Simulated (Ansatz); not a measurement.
# Lattice parameter a of some cubic elemental solids other than molecular ones

Method: r²SCAN-D4 (plane waves, PAW; Ansatz, a first-principles code). References are measured values corrected to a static lattice. The table is a random draw of 6 from 29 solids with such references.

Values in Å.

```
solid                     reference  r²SCAN-D4  error (%)
------------------------  ---------  ---------  ---------
diamond-structure Ge          5.644      5.656      +0.21
fcc Cu                       3.595¶      3.560      -0.97
bcc V                         3.021      2.976      -1.49
bcc Nb                        3.294      3.298      +0.12
fcc Au                        4.062      4.109      +1.16
antiferromagnetic bcc Cr      2.877      2.947      +2.43
```

Over these 6 solids the mean error is +0.24 %, the mean absolute error 1.06 % (median 1.07 %), and the worst case antiferromagnetic bcc Cr at +2.43 %; the value is too high in 4 of 6 cases. Over all 29, from unrounded values, the mean error is +0.50 % and the mean absolute error 0.84 % (median 0.55 %). Caveats on values not shown: a distance lies near a switch of the dispersion term, which can move the cell (2).

All these references are brought to a static lattice.

Spin–orbit coupling is left out, also for the solids with elements from indium on (fcc Au); its size isn't shown.

¶ marks references of a special kind: fcc Cu, 3.595 Å (measured, low-temperature or extrapolated to 0 K; zero-point anharmonic expansion removed; as tabulated in Csonka et al. (2009), arXiv:0903.4037).

Differences are worked out from the printed values.

Caveats: the commensurate order stands in for chromium's spin-density wave, and the size of the moments varies much between levels (antiferromagnetic bcc Cr). Ansatz's density-functional and Hartree–Fock values are scalar-relativistic unless marked +SOC, with PAW data made under PBE.

Ansatz's runs of these crystals have no spin polarisation, but for antiferromagnetic bcc Cr. Meta-GGAs and exact exchange favour moments, which can bear on bcc V, antiferromagnetic bcc Cr.

Density-functional runs with spin start from opposed moments for antiferromagnetic bcc Cr.

Not in this set, of the elemental solids other than molecular ones with a reference value in our tables and a result at some level: 19 for a reference at room or unstated temperature; 4 for a high-temperature or high-pressure phase. These can be a level's best or worst cases. At least 1 more with a reference value is held back for tests. Solids without a released value at any level aren't counted. Layered and molecular crystals are counted apart. The metals Ce to Yb are counted apart.

References as tabulated in Mejia-Rodriguez and Trickey (2018), arXiv:1807.09216; Csonka et al. (2009), arXiv:0903.4037; Levämäki et al. (2014), arXiv:1402.3671.
